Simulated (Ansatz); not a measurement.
Relaxed structures of CH5SSi (charge -1), closed shell (PBE0-D4/def2-TZVPD; forces vanish, vibrations not checked; lower isomers may exist, and structures with a doubtful reference or unclear bonds are left out; Å). Computed with Ansatz 0.2.0 (basis: def2-TZVPPD); correlated methods freeze the cores.

(1) Rank them by CCSD(T) energy, lowest first, and give each one's height above the lowest. Links in brackets join atoms within 1.22 times the sum of their covalent radii (1.1 for two metals). (Judge from chemistry; the value comes from the calculation.)
A.
CH₅SSi ([CH3][S][SiH2]), total charge -1
```
8
angstrom
C -0.5893 0.9603 -0.3555
S 0.4775 -0.1447 -1.3190
Si 1.1746 -1.6882 0.1354
H -1.4263 0.4000 0.0686
H -0.9783 1.7566 -1.0003
H -0.0239 1.4071 0.4662
H 1.5742 -0.7051 1.2548
H -0.2085 -1.9861 0.7498
```
B.
CH₅SSi ([SiH3][CH2][S]), total charge -1
```
8
angstrom
C 0.4233 -0.7007 0.3483
S 1.1737 0.2441 1.7189
Si -0.5117 0.6085 -0.5686
H -1.2616 0.1018 -1.7990
H 0.3842 1.6721 -1.1043
H -1.5733 1.2355 0.2685
H 1.1715 -1.1764 -0.2980
H -0.2496 -1.4934 0.6986
```
C.
CH₅SSi ([CH2][SH][SiH2]), total charge -1
```
8
angstrom
C -0.9490 1.0113 -0.2928
S -0.7451 -0.3830 0.6474
Si 1.0980 -1.4976 -0.1258
H -1.8950 1.5135 -0.0984
H -0.2880 -0.1413 1.9446
H -0.0808 1.6627 -0.3708
H 2.0781 -0.4391 0.4081
H 1.1226 -2.2973 1.1935
```

T1 diagnostic: at most 0.016.

Results:

(1) Computed: B (0.00 kcal/mol), A (1.33 kcal/mol), C (57.25 kcal/mol). Heights count from the lowest.

For scale, one of the runs: CCSD(T)/def2-TZVPPD, 221 basis functions, launched by `ansatz run in.yaml --threads 2 --pin off --events-out ev --progress --plain --max-ram 4352MiB`. The run took 48 s on 2 CPU threads of an Intel Xeon Platinum 8488C (shared host), with 3.2 GiB of host memory at its peak.
